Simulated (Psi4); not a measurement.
# HOF (hypofluorous acid): B3LYP/cc-pVDZ (sweep point 1)

Wanted: a geometry optimisation of HOF (hypofluorous acid). 

Program for the calculation: Psi4 1.11.

4 further runs of the same task are left out: 4 set aside as unsound or not needed.

**1. The system as given**

The species is HOF (3 atoms), meant as a singlet with charge 0. As SMILES, `OF`. The shape is that of a PBE0-D4/def2-TZVP optimisation. The run starts from this shape.

Bond lengths: O1–F2 1.406 Å, O1–H3 0.969 Å. Angles: F2–O1–H3 99.1°.

**2. A structure relaxation at B3LYP/cc-pVDZ (sweep point 1)**

File input.inp:

```
memory 1.6 GB

molecule molecule1 {
  0 1
  O      0.430590    -0.210340     0.216330
  F     -0.221910     1.014620    -0.010980
  H     -0.208690    -0.804280    -0.205350
  symmetry c1
}

set {
  reference            rks
  puream               true
  scf_type             pk
  dft_radial_points    99
  dft_spherical_points 590
  g_convergence        gau_tight
  geom_maxiter         50
}

result, w = optimize('b3lyp/cc-pVDZ', return_wfn=True)
```

Run with:

```console
$ psi4 -n 1 input.inp input.out
```

input.out:

```text
Psi4 1.11 release

gradient() will perform analytic gradient computation.

   => Loading Basis Set <=

    Name: CC-PVDZ
    Role: ORBITAL
    Keyword: BASIS

         ---------------------------------------------------------
                                   SCF
                              RKS Reference
                        1 Threads,   1525 MiB Core
         ---------------------------------------------------------

  ==> Geometry <==

    Molecular point group: c1
    Full point group: Cs

    Geometry (in Angstrom), charge = 0, multiplicity = 1:

       Center              X                  Y                   Z               Mass
    ------------   -----------------  -----------------  -----------------  -----------------
         O            0.380587904976    -0.632755278710     0.000000000000    15.994914619570
         F           -0.300098858076     0.597943148325    -0.000000000000    18.998403162730
         H           -0.383074381556    -1.229477640055     0.000000000000     1.007825032230

  Running in c1 symmetry.

  Rotational constants: A =     19.73327  B =      0.93438  C =      0.89214 [cm^-1]
  Rotational constants: A = 591588.64213  B =  28012.01299  C =  26745.59588 [MHz]
  Nuclear repulsion =   34.062701107921029

  Charge       = 0
  Multiplicity = 1
  Electrons    = 18
  Nalpha       = 9
  Nbeta        = 9

  ==> Algorithm <==

  SCF Algorithm Type is PK.
  DIIS enabled.
  MOM disabled.
  Fractional occupation disabled.
  Guess Type is SAD.
  Energy threshold   = 1.00e-08
  Density threshold  = 1.00e-08
  Integral threshold = 1.00e-12

  ==> Primary Basis <==

  Basis Set: CC-PVDZ
    Blend: CC-PVDZ
    Number of shells: 15
    Number of basis functions: 33
    Number of Cartesian functions: 35
    Spherical Harmonics?: true
    Max angular momentum: 2

  ==> DFT Potential <==

   => LibXC <=

    Version 7.1.2

   => Composite Functional: B3LYP <=

    B3LYP Hyb-GGA Exchange-Correlation Functional

    Deriv               =              1
    GGA                 =           TRUE
    Meta                =          FALSE

    Exchange Hybrid     =           TRUE
    MP2 Hybrid          =          FALSE

   => Exchange Functionals <=

    0.0800   Slater exchange
    0.7200         Becke 88

   => Exact (HF) Exchange <=

    0.2000               HF

   => Correlation Functionals <=

    0.1900   Vosko, Wilk & Nusair (VWN5_RPA)
    0.8100   Lee, Yang & Parr

   => LibXC Density Thresholds  <==

    XC_HYB_GGA_XC_B3LYP:  1.00E-15

   => Molecular Quadrature <=

    Radial Scheme          =       TREUTLER
    Pruning Scheme         =           NONE
    Nuclear Scheme         =       TREUTLER

    Blocking Scheme        =         OCTREE
    BS radius alpha        =              1
    Pruning alpha          =              1
    Radial Points          =             99
    Spherical Points       =            590
    Total Points           =         169999
    Total Blocks           =           1313
    Max Points             =            256
    Max Functions          =             33
    Weights Tolerance      =       1.00E-15

  ==> Integral Setup <==

  Using in-core PK algorithm.
   Calculation information:
      Number of atoms:                   3
      Number of AO shells:              15
      Number of primitives:             49
      Number of atomic orbitals:        35
      Number of basis functions:        33

      Integral cutoff                 1.00e-12
      Number of threads:                 1

  Performing in-core PK
  Using 315282 doubles for integral storage.
  We computed 7260 shell quartets total.
  Whereas there are 7260 unique shell quartets.

  ==> DiskJK: Disk-Based J/K Matrices <==

    J tasked:                  Yes
    K tasked:                  Yes
    wK tasked:                  No
    Memory [MiB]:              987
    Schwarz Cutoff:          1E-12

  Cached 100.0% of DFT collocation blocks in 0.153 [GiB].

  Minimum eigenvalue in the overlap matrix is 3.2609396572E-02.
  Reciprocal condition number of the overlap matrix is 1.0041324704E-02.
    Using symmetric orthogonalization.

  ==> Pre-Iterations <==

  SCF Guess: Superposition of Atomic Densities via on-the-fly atomic UHF (no occupation information).

   -------------------------
    Irrep   Nso     Nmo
   -------------------------
     A         33      33
   -------------------------
    Total      33      33
   -------------------------

  ==> Iterations <==

                        Total Energy        Delta E     RMS |[F,P]|

   @RKS iter SAD:  -175.18088166287225   -1.75181e+02   0.00000e+00
   @RKS iter   1:  -175.49698552295192   -3.16104e-01   1.03741e-02 ADIIS/DIIS
   @RKS iter   2:  -175.47170341613403    2.52821e-02   1.29459e-02 ADIIS/DIIS
   @RKS iter   3:  -175.53419425894802   -6.24908e-02   3.83215e-03 ADIIS/DIIS
   @RKS iter   4:  -175.53913317533676   -4.93892e-03   7.98188e-04 ADIIS/DIIS
   @RKS iter   5:  -175.53935236439196   -2.19189e-04   7.15775e-05 DIIS
   @RKS iter   6:  -175.53935415819635   -1.79380e-06   6.51009e-06 DIIS
   @RKS iter   7:  -175.53935417501197   -1.68156e-08   9.34001e-07 DIIS
   @RKS iter   8:  -175.53935417534558   -3.33614e-10   4.20367e-08 DIIS
   @RKS iter   9:  -175.53935417534649   -9.09495e-13   5.37916e-09 DIIS
  Energy and wave function converged.

  ==> Post-Iterations <==

   Electrons on quadrature grid:
      Ntotal   =   17.9999999752 ; deviation = -2.477e-08

    Orbital Energies [Eh]
    ---------------------

    Doubly Occupied:

[... 22 lines left out ...]
    Nuclear Repulsion Energy =             34.0627011079210291
[... 2 lines left out ...]
    DFT Exchange-Correlation Energy =     -15.6527537597074691
[... 2 lines left out ...]
    Total Energy =                       -175.5393541753464888
[... 16 lines left out ...]
 Dipole Z            :         -0.0000000            0.0000000           -0.0000000
[... 101 lines left out ...]
	Measures of convergence in internal coordinates in au.
[... 81 lines left out ...]
    Weights Tolerance      =       1.00E-15
[... 40 lines left out ...]
   @RKS iter   1:  -175.53981170435304   -1.40000e-02   3.30601e-04 ADIIS/DIIS
[... 2 lines left out ...]
   @RKS iter   4:  -175.53984433416596   -8.89124e-07   6.34782e-06 DIIS
[... 2 lines left out ...]
   @RKS iter   7:  -175.53984434959980   -6.75300e-11   3.96596e-08 DIIS
[... 8 lines left out ...]
    Final Occupation by Irrep:
[... 10 lines left out ...]
    One-Electron Energy =                -310.3452738491382661
[... 2 lines left out ...]
    Empirical Dispersion Energy =           0.0000000000000000
[... 16 lines left out ...]
 Dipole X            :         -0.3565455           -0.0726631           -0.4292086
[... 42 lines left out ...]
    Weights Tolerance      =       1.00E-15
[... 46 lines left out ...]
	   Step    Total Energy     Delta E     Max Force     RMS Force      Max Disp      RMS Disp
[... 83 lines left out ...]
                        Total Energy        Delta E     RMS |[F,P]|
[... 3 lines left out ...]
   @RKS iter   2:  -175.53988129733182   -4.06671e-07   1.06424e-04 ADIIS/DIIS
[... 2 lines left out ...]
   @RKS iter   5:  -175.53988552340931   -2.72084e-09   4.63660e-07 DIIS
[... 2 lines left out ...]
   @RKS iter   8:  -175.53988552353542   -1.19371e-12   5.88641e-09 DIIS
[... 13 lines left out ...]
  @RKS Final Energy:  -175.53988552353542
[... 5 lines left out ...]
    Two-Electron Energy =                 116.7104838704511849
[... 2 lines left out ...]
    VV10 Nonlocal Energy =                  0.0000000000000000
[... 16 lines left out ...]
 Dipole Y            :          1.0804846           -1.7302906           -0.6498059
[... 81 lines left out ...]
	                                 ==> Convergence Check <==
[... 8 lines left out ...]
	  Convergence Criteria              o    1.50e-05 *    1.00e-05 *    6.00e-05 *    4.00e-05 *
[... 83 lines left out ...]
   @RKS iter   0:  -175.53989310291306   -1.75540e+02   9.20707e-05
[... 2 lines left out ...]
   @RKS iter   3:  -175.53988785479984   -3.04612e-08   8.50436e-06 DIIS
[... 2 lines left out ...]
   @RKS iter   6:  -175.53988788267037   -5.67297e-11   4.10709e-08 DIIS
[... 8 lines left out ...]
    Final Occupation by Irrep:
[... 10 lines left out ...]
    One-Electron Energy =                -310.0591891407966045
[... 2 lines left out ...]
    Empirical Dispersion Energy =           0.0000000000000000
[... 16 lines left out ...]
 Dipole X            :         -0.3567253           -0.0712232           -0.4279484
[... 42 lines left out ...]
    Weights Tolerance      =       1.00E-15
[... 46 lines left out ...]
	   Step    Total Energy     Delta E     Max Force     RMS Force      Max Disp      RMS Disp
[... 83 lines left out ...]
                        Total Energy        Delta E     RMS |[F,P]|
[... 1 line left out ...]
   @RKS iter   0:  -175.53986566549315   -1.75540e+02   1.33886e-05
   @RKS iter   1:  -175.53988796191535   -2.22964e-05   2.56230e-06 DIIS
   @RKS iter   2:  -175.53988796090326    1.01210e-09   3.41778e-06 DIIS
   @RKS iter   3:  -175.53988796464225   -3.73899e-09   1.09337e-06 DIIS
   @RKS iter   4:  -175.53988796512994   -4.87688e-10   1.17090e-07 DIIS
   @RKS iter   5:  -175.53988796513829   -8.35598e-12   3.93499e-08 DIIS
   @RKS iter   6:  -175.53988796513900   -7.10543e-13   7.53638e-09 DIIS
  Energy and wave function converged.

  ==> Post-Iterations <==

   Electrons on quadrature grid:
      Ntotal   =   17.9999999757 ; deviation = -2.426e-08

    Orbital Energies [Eh]
    ---------------------

    Doubly Occupied:

       1A    -24.727940     2A    -19.242003     3A     -1.238180
       4A     -0.968832     5A     -0.557270     6A     -0.486896
       7A     -0.457673     8A     -0.374472     9A     -0.309576

    Virtual:

      10A     -0.047748    11A      0.045631    12A      0.541806
      13A      0.872878    14A      0.873350    15A      0.894952
      16A      1.070743    17A      1.165826    18A      1.228810
[... 4 lines of this table left out ...]
      31A      3.647720    32A      3.686707    33A      4.264067

    Final Occupation by Irrep:
              A
    DOCC [     9 ]
    NA   [     9 ]
    NB   [     9 ]

  @RKS Final Energy:  -175.53988796513900

   => Energetics <=

    Nuclear Repulsion Energy =             33.4648501301432475
    One-Electron Energy =                -310.0613856901202894
    Two-Electron Energy =                 116.6955726269449798
    DFT Exchange-Correlation Energy =     -15.6389250321069451
    Empirical Dispersion Energy =           0.0000000000000000
    VV10 Nonlocal Energy =                  0.0000000000000000
    Total Energy =                       -175.5398879651390303

Computation Completed

Properties will be evaluated at   0.000000,   0.000000,   0.000000 [a0]

Properties computed using the SCF density matrix

 Multipole Moments:

 ------------------------------------------------------------------------------------
     Multipole            Electronic (a.u.)      Nuclear  (a.u.)        Total (a.u.)
 ------------------------------------------------------------------------------------

 L = 1.  Multiply by 2.5417464519 to convert [e a0] to [Debye]
 Dipole X            :         -0.3567245           -0.0712327           -0.4279572
 Dipole Y            :          1.0823247           -1.7332464           -0.6509217
 Dipole Z            :          0.0000000            0.0000000            0.0000000
 Magnitude           :                                                    0.7790035

 ------------------------------------------------------------------------------------

	total time  =          3 seconds =       0.05 minutes

         ------------------------------------------------------------
                                   SCF GRAD
         ------------------------------------------------------------

  ==> Geometry <==

    Molecular point group: c1
    Full point group: Cs

    Geometry (in Angstrom), charge = 0, multiplicity = 1:

       Center              X                  Y                   Z               Mass
    ------------   -----------------  -----------------  -----------------  -----------------
         O            0.391263607265    -0.644593041134     0.000000000000    15.994914619570
         F           -0.308787575877     0.608128493728    -0.000000000000    18.998403162730
         H           -0.388715423088    -1.233606629636     0.000000000000     1.007825032230

  Nuclear repulsion =   33.464850130143247

   => Molecular Quadrature <=

    Radial Scheme          =       TREUTLER
    Pruning Scheme         =           NONE
    Nuclear Scheme         =       TREUTLER

    Blocking Scheme        =         OCTREE
    BS radius alpha        =              1
    Pruning alpha          =              1
    Radial Points          =             99
    Spherical Points       =            590
    Total Points           =         170008
    Total Blocks           =           1318
    Max Points             =            256
    Max Functions          =             33
    Weights Tolerance      =       1.00E-15

  -Total Gradient:
     Atom            X                  Y                   Z
    ------   -----------------  -----------------  -----------------
       1        0.000002578080     0.000001495465    -0.000000000000
       2        0.000000209128     0.000000404725     0.000000000000
       3       -0.000002500652    -0.000002803842     0.000000000000

	total time  =          0 seconds =       0.00 minutes

    			-----------------------------------------

    			 OPTKING 3.0: for geometry optimizations

    			        with contributions from

    			-----------------------------------------

	                            ===> Fragment 1 <==

	 Z (Atomic Numbers)          Masses                          Geom
	       8.000000            15.994915          0.73938106 -1.21810431  0.00000000
	       9.000000            18.998403         -0.58352395  1.14919630 -0.00000000
	       1.000000             1.007825         -0.73456569 -2.33117868  0.00000000

	 - Coordinate -           - BOHR/RAD -       - ANG/DEG -
	 R(1,2)           =         2.711861           1.435055
	 R(1,3)           =         1.847012           0.977397
	 B(2,1,3)         =         1.708003          97.861341

	        --- Internal Coordinate Step in ANG or DEG, aJ/ANG or AJ/DEG ---
	-------------------------------------------------------------------------------
	           Coordinate      Previous         Force          Change          New
	           ----------      --------        ------          ------        ------
	               R(1,2)       1.43506       -0.00000       -0.00000       1.43505
	               R(1,3)       0.97740       -0.00003       -0.00000       0.97739
	             B(2,1,3)      97.86134       -0.00000       -0.00021      97.86113
	-------------------------------------------------------------------------------

	                                 ==> Convergence Check <==

	Measures of convergence in internal coordinates in au.

	Criteria marked as inactive (o), active & met (*), and active & unmet ( ).

	----------------------------------------------------------------------------------------------
	   Step    Total Energy     Delta E     Max Force     RMS Force      Max Disp      RMS Disp
	----------------------------------------------------------------------------------------------
	  Convergence Criteria              o    1.50e-05 *    1.00e-05 *    6.00e-05 *    4.00e-05 *
	----------------------------------------------------------------------------------------------
	     5    -175.53988797   -8.25e-08 o    3.53e-06 *    2.14e-06 *    6.87e-06 *    4.57e-06 *  ~
	----------------------------------------------------------------------------------------------

Next Geometry in Ang
	Fragment 1 (Ang)

	    O   0.3912633802  -0.6445943041   0.0000000000
	    F  -0.3087881324   0.6081263212  -0.0000000000
	    H  -0.3887146395  -1.2336031942   0.0000000000

    Final optimized geometry and variables:
    Molecular point group: c1
    Full point group: Cs

    Geometry (in Angstrom), charge = 0, multiplicity = 1:

    O            0.391263607265    -0.644593041134     0.000000000000
    F           -0.308787575877     0.608128493728    -0.000000000000
    H           -0.388715423088    -1.233606629636     0.000000000000

    Psi4 run time: 0:00:24.82

[set-up sections that repeat, and orbital energies of the middle runs, are left out above]
```

On the terminal:

```text
Optimizer: Optimization complete!
```

Wall time 27 s (1 thread of Intel Xeon at 2.70GHz, shared host); peak memory 0.44 GiB.

Steps, from the record of the run:

```csv
step,energy from the first frame kept (eV),largest force (eV/Å)
0,0.0000,0.9686
1,-0.0133,0.2722
2,-0.0145,0.0471
3,-0.0145,0.0069
4,-0.0145,0.0002
```

After the run. Bond lengths: O1–F2 1.435 Å, O1–H3 0.977 Å. Angles: F2–O1–H3 97.9°.

**3. What came out**

Level: B3LYP/cc-pVDZ (sweep point 1).

| quantity | value |
| --- | --- |
| total energy at the end | -175.53989 Eh |
| dipole moment | 1.98 D |
| HOMO energy | -8.42 eV |
| LUMO energy | -1.30 eV |
| HOMO–LUMO gap | 7.12 eV |

At the final geometry: Bond lengths: O1–F2 1.435 Å, O1–H3 0.977 Å. Angles: F2–O1–H3 97.9°. The optimisation took 5 steps and changed the energy by -0.015 eV.
